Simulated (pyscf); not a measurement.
`[OH][SiH2][OH]` + `[OH][SiH3]` → `[OH][SiH]([OH])[O][SiH3]` + `[H][H]` (four-centre exchange; singlet surface; H–Si, H–O broken, O–Si, H–H formed). PySCF, gas phase, ωB97X-D3(BJ)/def2-SVP geometries. Rate constants from transition-state theory, ωB97M-D3(BJ)/def2-TZVP energies (ideal gas, 1 atm, RRHO with modes under 100 cm⁻¹ raised to 100, one conformer, R ln 2 for chiral ones without a mode under 150 cm⁻¹; no tunnelling), k in cm³ molecule⁻¹ s⁻¹.

```
T (K)  1000/T  log10 k
-----  ------  -------
298     3.354   -34.78
600     1.667   -24.70
900     1.111        ?
1200    0.833   -19.29
```

**Question.** Fit an Arrhenius line to the three values, give the activation energy, and predict k at 900 K.

**Answer.** Least squares gives log10 k = -14.31 − 6.12 × 1000/T, so Ea = 6.12 × ln 10 × 1.987 = 28.0 kcal/mol, against an electronic barrier of 27.2. At 900 K the line gives -21.11; the computed value is -21.18 (ΔG‡ = 64.0 kcal/mol), a factor 1.2 under the line, since the plot is curved. One saddle was located; it need not be the lowest between these sides.
